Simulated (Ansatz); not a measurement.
C4H10S can be A, `CC(C)(C)S`, or B, `CCCSC`.

Gas-phase electronic energies from Ansatz, PBE0-D4/def2-TZVP geometries. CCSD(T)/CBS adds triple-zeta CCSD(T) − MP2 to the extrapolated MP2 energy (def2 sets, frozen cores). Functionals use def2-TZVPP. B3LYP here is the variant with VWN-RPA as its local correlation; programs differ in this. One conformer a species, not always the lowest.

Q: Which is lower in electronic energy at CCSD(T)/CBS, and by how much? (An estimate is asked.)

A: Computed: A, by 22.0 kJ/mol.

Q: Give E(B) − E(A) in kJ/mol with B2PLYP, BLYP-D4, LDA (SPW92), B3LYP, MP2/def2-TZVPP, PBE-D4, CCSD(T)/def2-TZVPP. (Best estimate.)

A: Ansatz gave: B2PLYP 15.6, BLYP-D4 13.2, LDA (SPW92) 22.1, B3LYP 9.0, MP2/def2-TZVPP 26.9, PBE-D4 12.7, CCSD(T)/def2-TZVPP 24.3. None reverses the order clearly.

Q: Does the order hold for the free energy at 298.15 K (harmonic terms from PBE0-D4)? (An estimate is asked.)

A: The calculation gave: Yes: G(B) − G(A) = +23.7 kJ/mol, for one conformer each. Modes under 60 cm⁻¹, often nearly free rotors, make the harmonic entropy too high.

Largest T1 diagnostic: 0.009.

At CCSD(T), def2-SVP lies +13.5 kJ/mol from the extrapolated value and def2-TZVPP +2.3 kJ/mol. From BLYP to BHLYP (50 % exact exchange), in def2-TZVPP and without D4, E(B) − E(A) moves by +6.3 kJ/mol.
